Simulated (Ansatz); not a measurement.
Worked example: SiO, triplet against SiO, singlet

Geometry (PBE0/def2-TZVP stationary point of a singlet), kept for both states (SiO, singlet: Σ⁺; SiO, triplet: Π):

```xyz
2

Si    0.0000    0.0000    0.0000
O     0.0000    0.0000    1.5088
```

Basis 6-31G; Ansatz 0.2.0. Only valence electrons are correlated (noble-gas cores frozen). Prefix R: restricted or restricted open-shell reference; prefix U: unrestricted.

Full CI is exact within this basis and frozen core; it isn't the basis-set limit. The frozen core follows each run's orbitals, which can shift R against U totals by a few meV.

Coupled cluster chose its determinant by trial CCSD, here up to 0.46 eV above the lowest Hartree–Fock solution of its kind, and MP2 stands on that determinant too.

| level | E(SiO, singlet) (hartree) | E(SiO, triplet) (hartree) |
| --- | --- | --- |
| UMP2 | -363.900654 | -363.710824 |
| UCCSD(T) | -363.901557 | -363.742328 |
| PBE | -364.422126 | -364.268641 |
| wB97M-V | -364.608103 | -364.441925 |
| full CI | -363.902975 | -363.745377 |

Question: Give the vertical gap, SiO triplet less SiO singlet, at each level in eV (1 hartree = 27.2114 eV), and each error against full CI.

Answer: full CI: (-363.745377 − (-363.902975)) × 27.2114 = 4.288 eV (the reference)
wB97M-V: (-364.441925 − (-364.608103)) × 27.2114 = 4.522 eV, error 0.234 eV
PBE: (-364.268641 − (-364.422126)) × 27.2114 = 4.177 eV, error -0.111 eV
UCCSD(T): (-363.742328 − (-363.901557)) × 27.2114 = 4.333 eV, error 0.045 eV
UMP2: (-363.710824 − (-363.900654)) × 27.2114 = 5.166 eV, error 0.878 eV

Total energies of functionals can't be set beside those of wave-function methods, since they hold the core's correlation and their own absolute errors; only the differences compare.

The set has no polarisation functions, so the order and spacing of states can differ from the basis-set limit.

In so small a basis the reference is far from its limit while semilocal and hybrid functionals are nearer theirs, so the functionals' errors here hold much of the reference's basis and frozen-core error, which can add to them or hide them.

Each level lands on the state that its own search finds. T1 diagnostics of restricted CCSD: 0.033 and 0.105.
